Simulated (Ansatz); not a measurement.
Two structures of CH4ClS (charge -1), closed shell, reached by relaxing down either side of one saddle point (PBE0-D4/def2-TZVPD). Energies are electronic, without zero-point energy. Program: Ansatz 0.2.0. Basis: def2-TZVPPD and def2-QZVPPD. Cores are frozen in the correlated methods. Extrapolation: Hartree–Fock as exp(−7.88 √X), correlation as X^−2.97. First:

```csv
atom,x (Å),y (Å),z (Å)
Cl1,-1.3577,0.9428,2.0751
C2,-0.5132,0.1715,0.6572
S3,1.0557,-1.1224,-1.9026
H4,-0.6484,0.8042,-0.2120
H5,-0.9563,-0.8029,0.4871
H6,0.5391,0.0706,0.8953
H7,1.8805,-0.0635,-2.0002
```

Second:

Cl1  (0.898, 1.919, 1.820)
C2  (-0.557, -0.597, -0.349)
S3  (1.075, -0.076, -0.935)
H4  (-1.334, -0.345, -1.073)
H5  (-0.579, -1.672, -0.162)
H6  (-0.744, -0.060, 0.584)
H7  (1.242, 0.832, 0.115)
(Å)

Question: Which bonds change from the first to the second?

Answer: [CH₃Cl ([CH3][Cl]) + HS]⁻ → [CH₄S ([CH3][SH]) + Cl]⁻; bonds formed: C2–S3; bonds broken: Cl1–C2.

Question: Give the saddle point's structure and its height above each. (An estimate is asked for; the value comes from the calculation.)

Answer: The calculation gives: 8.62 kcal/mol above the first and 32.65 kcal/mol above the second (CCSD(T) at an estimated basis limit (MP2 extrapolated from triple and quadruple zeta, plus CCSD(T) − MP2 in triple zeta)).
```
7
angstrom
Cl -1.3472 0.9624 2.0819
C -0.3265 0.0427 0.3707
S 0.8471 -1.0235 -1.6009
H -0.5957 0.8177 -0.3202
H -0.9076 -0.8599 0.3924
H 0.6418 0.0475 0.8323
H 1.6881 0.0131 -1.7563
```

The T1 diagnostic stays at or below 0.018.

Labels in which every atom is bracketed show which atoms are joined, not bond orders.

For scale, one of the runs: CCSD(T)/def2-TZVPPD, 207 basis functions, launched by `ansatz run in.yaml --threads 2 --pin off --events-out ev --progress --plain --max-ram 4352MiB`. Hardware: 2 CPU threads of an Intel Xeon Platinum 8259CL, shared host. Wall time 63 s; peak host memory 2.6 GiB.
